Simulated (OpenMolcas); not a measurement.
# A workflow on PH2 (SMILES [PH2])

Wanted: a single-point energy (ROHF/3-21G), then a single-point energy (CASSCF(3,3)/3-21G), then a single-point energy (CASPT2(3,3)/3-21G), then the energy (SC-NEVPT2(3,3)/3-21G), then the energy (MRCI(3,3)/3-21G) of PH2. 

The calculation is run with OpenMolcas 26.06.

1 further run of the same task is left out (set aside as unsound or not needed).

## Step 1: The structure to begin with

PH2 has 3 atoms, charge 0, and is taken as a doublet. As SMILES, `[PH2]`. The shape is that of a PBE0-D4/def2-TZVP optimisation.

Bond lengths: P1–H2 1.424 Å, P1–H3 1.424 Å. Angles: H2–P1–H3 91.5°.

## Step 2: The energy at ROHF/3-21G (run 1)

The input, step1.inp:

```
* H2P Hartree-Fock
&gateway
baslib = $CurrDir
coord
3
angstrom
P        0.525730      -0.309370       0.258210
H        0.114640       1.051490       0.176750
H       -0.640370      -0.742120      -0.434970
basis = 3-21G
group = NoSym
&seward
&scf
uhf
spin = 2
scramble = 0.25
prorbitals = 1 1
&rasscf
fileorb = $Project.UnaOrb
spin = 2
nactel = 1 0 0
inactive = 8
ras2 = 1
outorbitals = Canonical
orblisting = Nothing
```

The basis set 3-21G is read from a file made from the Basis Set Exchange's data (not shown).

On the command line:

```bash
$ export MOLCAS_MEM=1860
$ pymolcas step1.inp > step1.log
```

The program printed:

```text
--- Start Module: gateway ---
[...]
--- Stop Module: gateway /rc=_RC_ALL_IS_WELL_ ---
[...]
      Basis functions           17
[...]
--- Start Module: scf ---
[...]
       Convergence after  14 Iterations
[...]
::    Total SCF energy                               -340.1193116092
[...]
      Total spin, S                                     0.5038039493
[...]
--- Stop Module: scf /rc=_RC_ALL_IS_WELL_ ---
--- Start Module: rasscf ---
[...]
      Number of active orbitals                  1
[...]
      Spin quantum number                      0.5
[...]
      Active orbitals                            1
[...]
      Number of CSFs                             1
[...]
      Number of root(s) required                 1
[...]
      Convergence after  7 iterations
[...]
      printout of CI-coefficients larger than  0.05 for root  1
      energy=    -340.117585
      conf/sym  1     Coeff  Weight
             1  u   1.00000 1.00000
      Natural orbitals and occupation numbers for root  1
      sym 1:   1.000000
      ************************************************************************************************************************
      *                                                    Final results                                                     *
[...]
::    RASSCF root number  1 Total energy:   -340.11758462
[...]
      Total electronic charge=   17.000000
      Total            charge=   -0.000000
[...]
      Dipole Moment (debye):
      Origin of the operator (angstrom)=    0.4775   -0.2810    0.2345
                   X= -8.5659E-01               Y=  5.0407E-01               Z= -4.2074E-01           Total=  1.0793E+00
      Quadrupole Moment (debye*angstrom):
[...]
--- Stop Module: rasscf /rc=_RC_ALL_IS_WELL_ ---
[...]
```

Wall time 1.9 s (1 thread of Arm Neoverse V2, shared host); peak memory 0.37 GiB.

## Step 3: The energy at CASSCF(3,3)/3-21G (run 2)

The input, step2.inp:

```
>>> EXPORT MOLCAS_PRINT=2

&GATEWAY
 BASLIB=$CurrDir
 COORD
 3
 angstrom
 P        0.525730      -0.309370       0.258210
 H        0.114640       1.051490       0.176750
 H       -0.640370      -0.742120      -0.434970
 BASIS=3-21G
 GROUP=NoSym

&SEWARD

&RASSCF
 FILEORB=$CurrDir/step1.RasOrb
 SPIN=2
 NACTEL=3 0 0
 INACTIVE=7
 RAS2=3
 ORBLISTING=Nothing
```

The basis set 3-21G is read from a file made from the Basis Set Exchange's data (not shown).

On the command line:

```bash
$ export MOLCAS_MEM=1860
$ pymolcas step2.inp > step2.log
```

The program printed:

```text
--- Start Module: gateway ---
[...]
--- Stop Module: gateway /rc=_RC_ALL_IS_WELL_ ---
--- Start Module: seward ---
[...]
      Basis functions           17
--- Stop Module: seward /rc=_RC_ALL_IS_WELL_ ---
--- Start Module: rasscf ---
[...]
      Number of active orbitals                  3
[...]
      Spin quantum number                      0.5
[...]
      Active orbitals                            3
[...]
      Number of CSFs                             8
[...]
      Number of root(s) required                 1
[...]
      Convergence after 51 iterations
[...]
      printout of CI-coefficients larger than  0.05 for root  1
      energy=    -340.135579
      conf/sym  111     Coeff  Weight
             1  2u0  -0.99223 0.98451
             8  0u2  -0.11903 0.01417
      Natural orbitals and occupation numbers for root  1
      sym 1:   1.970346   1.000000   0.029654
      ************************************************************************************************************************
      *                                                    Final results                                                     *
[...]
::    RASSCF root number  1 Total energy:   -340.13557877
[...]
      Total electronic charge=   17.000000
      Total            charge=   -0.000000
[...]
      Dipole Moment (debye):
      Origin of the operator (angstrom)=    0.4775   -0.2810    0.2345
                   X= -8.8297E-01               Y=  5.7063E-01               Z= -4.2818E-01           Total=  1.1352E+00
      Quadrupole Moment (debye*angstrom):
[...]
--- Stop Module: rasscf /rc=_RC_ALL_IS_WELL_ ---
[...]
```

Wall time 2.1 s (1 thread of Arm Neoverse V2, shared host); peak memory 0.37 GiB.

## Step 4: The energy at CASPT2(3,3)/3-21G (run 3)

The input, step3.inp:

```
* H2P CASPT2
>>> EXPORT MOLCAS_PRINT=2

&GATEWAY
 BasLib = $CurrDir
 Coord
 3
 angstrom
 P        0.525730      -0.309370       0.258210
 H        0.114640       1.051490       0.176750
 H       -0.640370      -0.742120      -0.434970
 Basis = 3-21G
 Group = NoSym

&SEWARD

&RASSCF
 FileOrb = $CurrDir/step2.RasOrb
 Spin = 2
 Nactel = 3 0 0
 Inactive = 7
 Ras2 = 3
 OrbListing = Nothing

&CASPT2
 Imaginary = 0.1
 Frozen = 5
```

The basis set 3-21G is read from a file made from the Basis Set Exchange's data (not shown).

On the command line:

```bash
$ export MOLCAS_MEM=1860
$ pymolcas step3.inp > step3.log
```

The program printed:

```text
--- Start Module: gateway ---
[...]
--- Stop Module: gateway /rc=_RC_ALL_IS_WELL_ ---
[...]
      Basis functions           17
[...]
--- Start Module: rasscf ---
[...]
      Number of active orbitals                  3
[...]
      Spin quantum number                      0.5
[...]
      Active orbitals                            3
[...]
      Number of CSFs                             8
[...]
      Number of root(s) required                 1
[...]
      Convergence after  4 iterations
[...]
      printout of CI-coefficients larger than  0.05 for root  1
      energy=    -340.135579
      conf/sym  111     Coeff  Weight
             1  2u0  -0.99223 0.98451
             8  0u2  -0.11903 0.01417
      Natural orbitals and occupation numbers for root  1
      sym 1:   1.970347   1.000000   0.029653
      ************************************************************************************************************************
      *                                                    Final results                                                     *
[...]
::    RASSCF root number  1 Total energy:   -340.13557877
[...]
      Total electronic charge=   17.000000
      Total            charge=   -0.000000
[...]
      Dipole Moment (debye):
      Origin of the operator (angstrom)=    0.4775   -0.2810    0.2345
                   X= -8.8295E-01               Y=  5.7065E-01               Z= -4.2817E-01           Total=  1.1352E+00
      Quadrupole Moment (debye*angstrom):
[...]
--- Stop Module: rasscf /rc=_RC_ALL_IS_WELL_ ---
--- Start Module: caspt2 ---
[...]
 ###    WARNING: User changed nr of frozen orbitals.                         ###
 ###############################################################################
[...]
      E2 (Variational):          -0.0378714659
      Total energy:            -340.1734502402
[...]
      Reference weight:           0.98175
[...]
::    CASPT2 Root  1     Total energy:   -340.17345024
[...]
--- Stop Module: caspt2 /rc=_RC_ALL_IS_WELL_ ---
[...]
```

Wall time 1.4 s (1 thread of Arm Neoverse V2, shared host); peak memory 0.37 GiB.

## Step 5: A single-point energy at SC-NEVPT2(3,3)/3-21G (run 4)

The input, step4.input:

```
* H2P NEVPT2

&GATEWAY
 BASLIB=$CurrDir
 COORD
 3
 angstrom
 P        0.525730      -0.309370       0.258210
 H        0.114640       1.051490       0.176750
 H       -0.640370      -0.742120      -0.434970
 BASIS=3-21G
 GROUP=NoSym

&SEWARD

&RASSCF
 FILEORB=$CurrDir/step2.RasOrb
 SPIN=2
 NACTEL=3 0 0
 INACTIVE=7
 RAS2=3
 ORBLISTING=Nothing

&CASPT2
 SC-NEVPT2
 FROZEN=5
```

The basis set 3-21G is read from a file made from the Basis Set Exchange's data (not shown).

On the command line:

```bash
$ export MOLCAS_MEM=1860
$ pymolcas step4.input > step4.log
```

The program printed:

```text
--- Start Module: gateway ---
[...]
--- Stop Module: gateway /rc=_RC_ALL_IS_WELL_ ---
[...]
      Basis functions           17
[...]
--- Start Module: rasscf ---
[...]
      Number of active orbitals                  3
[...]
      Spin quantum number                      0.5
[...]
      Active orbitals                            3
[...]
      Number of CSFs                             8
[...]
      Number of root(s) required                 1
[...]
      Convergence after  4 iterations
[...]
      printout of CI-coefficients larger than  0.05 for root  1
      energy=    -340.135579
      conf/sym  111     Coeff  Weight
             1  2u0  -0.99223 0.98451
             8  0u2  -0.11903 0.01417
      Natural orbitals and occupation numbers for root  1
      sym 1:   1.970347   1.000000   0.029653
      ************************************************************************************************************************
      *                                                    Final results                                                     *
[...]
::    RASSCF root number  1 Total energy:   -340.13557877
[...]
      Total electronic charge=   17.000000
      Total            charge=   -0.000000
[...]
      Dipole Moment (debye):
      Origin of the operator (angstrom)=    0.4775   -0.2810    0.2345
                   X= -8.8295E-01               Y=  5.7065E-01               Z= -4.2817E-01           Total=  1.1352E+00
      Quadrupole Moment (debye*angstrom):
[...]
--- Stop Module: rasscf /rc=_RC_ALL_IS_WELL_ ---
--- Start Module: caspt2 ---
[...]
 ###    WARNING: User changed nr of frozen orbitals.                         ###
 ###############################################################################
[...]
      E2 (Variational):          -0.0374918929
[...]
      E2 (Variational):          -0.0373400574
      Total energy:            -340.1729188318
[...]
      Reference weight:           0.98210
[...]
::    SC-NEVPT2 Root  1     Total energy:   -340.17291883
[...]
--- Stop Module: caspt2 /rc=_RC_ALL_IS_WELL_ ---
[...]
```

It took 1.4 s on 1 thread of Arm Neoverse V2, shared host; peak memory 0.37 GiB.

## Step 6: The energy at MRCI(3,3)/3-21G (run 5)

The input, step5.input:

```
>>> EXPORT MOLCAS_PRINT=2

&GATEWAY
 BASLIB=$CurrDir
 COORD
 3
 angstrom
 P        0.525730      -0.309370       0.258210
 H        0.114640       1.051490       0.176750
 H       -0.640370      -0.742120      -0.434970
 BASIS=3-21G
 GROUP=NoSym

&SEWARD

&RASSCF
 FILEORB=$CurrDir/step2.RasOrb
 SPIN=2
 NACTEL=3 0 0
 INACTIVE=7
 RAS2=3
 ORBLISTING=Nothing

&MOTRA
 LUMORB
 FROZEN=5

&GUGA
 ELECTRONS=7
 SPIN=2
 INACTIVE=2
 ACTIVE=3
 CIALL=1

&MRCI
 SDCI
```

The basis set 3-21G is read from a file made from the Basis Set Exchange's data (not shown).

On the command line:

```bash
$ export MOLCAS_MEM=1860
$ pymolcas step5.input > step5.log
```

The program printed:

```text
--- Start Module: gateway ---
[...]
--- Stop Module: gateway /rc=_RC_ALL_IS_WELL_ ---
[...]
      Basis functions           17
[...]
      Number of active orbitals                  3
[...]
      Spin quantum number                      0.5
[...]
      Active orbitals                            3
[...]
      Number of CSFs                             8
[...]
      Number of root(s) required                 1
[...]
      Convergence after  4 iterations
[...]
      printout of CI-coefficients larger than  0.05 for root  1
      energy=    -340.135579
      conf/sym  111     Coeff  Weight
             1  2u0  -0.99223 0.98451
             8  0u2  -0.11903 0.01417
      Natural orbitals and occupation numbers for root  1
      sym 1:   1.970347   1.000000   0.029653
      ************************************************************************************************************************
      *                                                    Final results                                                     *
[...]
::    RASSCF root number  1 Total energy:   -340.13557877
[...]
      Dipole Moment (debye):
      Origin of the operator (angstrom)=    0.4775   -0.2810    0.2345
                   X= -8.8295E-01               Y=  5.7065E-01               Z= -4.2817E-01           Total=  1.1352E+00
      Quadrupole Moment (debye*angstrom):
[...]
      *** WARNING: Default frozen orbitals is overwritten by user input.
      *** Default values:   5
[...]
--- Start Module: guga ---
[...]
--- Stop Module: guga /rc=_RC_ALL_IS_WELL_ ---
--- Start Module: mrci ---
[...]
       (But an ACPF correction will be computed)
       USE THE DEFAULT ACPF G-VALUE GFAC=  0.28571428571428570
[...]
                      CI ENERGY:  -340.18507596
[...]
                ACPF CORRECTION:    -0.00122634
[...]
      Total electronic charge=   17.000000
      Total            charge=   -0.000000
[...]
     ACPF CORRECTION:     -0.00122634
[...]
  CI State   1     Total energy:   -340.18507596     QDav:     -0.00173406     QACPF:     -0.00122634
[...]
--- Stop Module: mrci /rc=_RC_ALL_IS_WELL_ ---
[...]
```

It took 1.5 s on 1 thread of Arm Neoverse V2, shared host; peak memory 0.37 GiB.

## Step 7: Results

| quantity | value |
| --- | --- |
| run 1, ROHF/3-21G: total energy | -340.11758 Eh |
| run 1, ROHF/3-21G: dipole moment | 1.08 D |
| run 2, CASSCF(3,3)/3-21G | no result (a known fault or a wrong state: its values are left out) |
| run 3, CASPT2(3,3)/3-21G | no result (a known fault or a wrong state: its values are left out) |
| run 4, SC-NEVPT2(3,3)/3-21G | no result (a known fault or a wrong state: its values are left out) |
| run 5, MRCI(3,3)/3-21G | no result (a known fault or a wrong state: its values are left out) |

**Reading.** 4 of the 5 runs ended normally but are set aside, since settings or state are in doubt.
